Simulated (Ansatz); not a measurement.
## How far each method lies from full CI for Ge2, triplet

Geometry: a PBE0/def2-TZVP stationary point for this spin.

```yaml
atoms:
  - { symbol: Ge, position_ang: [0.0000, 0.0000, 0.0000] }
  - { symbol: Ge, position_ang: [0.0000, 0.0000, 2.3831] }
```

Basis cc-pVDZ; Ansatz 0.2.0. Only valence electrons are correlated (noble-gas cores and the filled d shells of p-block atoms frozen), which leaves 8 electrons in 26 orbitals. R marks a restricted (for open shells ROHF) determinant, U an unrestricted one. Active spaces: valence = (8e, 8o) chosen from the atoms' valence shells. No spin–orbit coupling is included, and no scalar relativity.

Full CI is exact within this basis and frozen core; it isn't the basis-set limit. The frozen core follows each run's orbitals, which can shift R against U totals by a few meV for light atoms and by up to 0.1 eV past Ca.

For open shells CISD and CISDTQ are restricted-active-space CI with the open shells as a complete middle space.

```
UHF ⟨S²⟩                          : 2.011
T1 diagnostic (RCCSD)             : 0.0184
largest doubles amplitude (RCCSD) : 0.102
```

```
   level  E − E(RHF) (eV)
    RMP2          -3.3104
   RCCSD          -4.0546
RCCSD(T)          -4.2321
```

(1) Estimate how far full CI in cc-pVDZ lies from RCCSD(T). The table doesn't fix it; the size of (T) and the diagnostics are the guide.

(1) Full CI in cc-pVDZ lies 1.23 kcal/mol below RCCSD(T), which is 30 % of the (T) step (-4.09 kcal/mol). The diagnostics give no warning, yet the rest is a sizeable part of (T). The miss exceeds 1 kcal/mol.

The other levels:

| level | E − E(full CI) (kcal/mol) | share of correlation (%) | wall time |
| --- | --- | --- | --- |
| CISD | 11.09 | 88.78 | 4.6 s |
| BCCD(T) | 1.24 | 98.75 | 15 s |
| RCCSDT | 0.40 | 99.60 | – |
| CISDTQ | 0.46 | 99.54 | 27 s |
| RCCSDT(Q) | 0.08 | 99.92 | 22 s |
| RCCSDTQ | 0.03 | 99.97 | 24 s (H100) |
| CASSCF (valence space) | 65.09 | 34.14 | – |
| NEVPT2 (valence space) | 14.38 | 85.45 | 8 s |
| MRCISD (valence space) | 4.07 | 95.88 | – |
| MRCISD+Q (valence space) | -0.45 | 100.46 | 9 s |

The correlation energy at full CI, counted from RHF, is -4.286 eV. That run took 58 s on 2 threads of AMD EPYC 7R13 with a shared H100 80 GB, shared host over 27,934,456 determinants.

Run but not shown, since their state or frozen core can't be matched to the reference's or they repeat it: UHF, UMP2, UCCSD, UCCSD(T), UCCSDT, UCCSDT(Q), UCCSDTQ.

Times hold each run's SCF and search for its determinant on a shared host, so for small cases they say little of a method's own cost; rows without a card ran on 1 thread of AMD EPYC 7R13.

Not variational, and here over 5 meV under the exact energy: MRCISD+Q (valence space).

The full-CI state has the irrep B1g of D2h, in the program's axes (one component, if the state is degenerate).

Natural occupations of full CI about the gap: 1.952 1.920 1.899 0.966 0.966 0.067 0.067 0.053 0.015 0.015; effectively unpaired electrons, Σ n²(2−n)², 2.11.

Atomization energy (electronic, same basis, no zero-point term; atoms at the same level, unrestricted beside the R rows where the molecule is a closed shell, but restricted open-shell past Ca, as are all atoms' steps beyond CCSDT(Q)) at full CI: 228.5 kJ/mol. Errors of other levels:

```tsv
level	error (kJ/mol)
RHF	-96.4
RMP2	-3.4
CISD	-39.0
RCCSD	-16.5
RCCSD(T)	-3.5
BCCD(T)	-3.6
RCCSDT	-1.5
CISDTQ	-1.9
RCCSDT(Q)	-0.3
RCCSDTQ	-0.1
CASSCF (valence space)	-19.4
NEVPT2 (valence space)	2.0
MRCISD (valence space)	-12.7
MRCISD+Q (valence space)	-4.4
```

This basis is far from its limit, so the value isn't to be set against a measured one. Truncated CI isn't size-consistent, which counts against it in atomization.
